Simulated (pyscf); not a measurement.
## Routes from methane (CH₄) + H₂C=NH

Candidate steps break at most two bonds and form at most two. Each was searched with GFN2-xTB (tblite) first. Structures and frequencies: ωB97X-D3(BJ)/def2-SVP in PySCF. MP2 and CC: frozen core, UHF for open shells. ΔMP2 is the change of the MP2 total energy from the triple- to the quadruple-zeta basis. Energies: CCSD(T)/def2-TZVPP + ΔMP2(QZVPP), kcal/mol, from the separated reactants, singlet surface.

```csv
products,type,ΔE‡,ΔE,ΔG‡ 298 K,ΔG‡ 900 K,ν‡ (cm⁻¹)
H₃C–CH₂–NH₂,addition across a multiple bond or ene-type step,72.2,-18.9,81.5,100.4,835i
H₃C–NH–CH₃,addition across a multiple bond or ene-type step,85.8,-10.5,94.5,114.0,1141i
```

Plain bond fissions and candidates not yet searched are not listed, and one of them may be faster. Each barrier is that of the saddle found; lower ones may exist. 2 of the closed-shell references are unstable towards spin polarisation; treat their single-reference values with care. The CCSD(T) − MP2 part came from Ansatz, without density fitting, on the same reference.
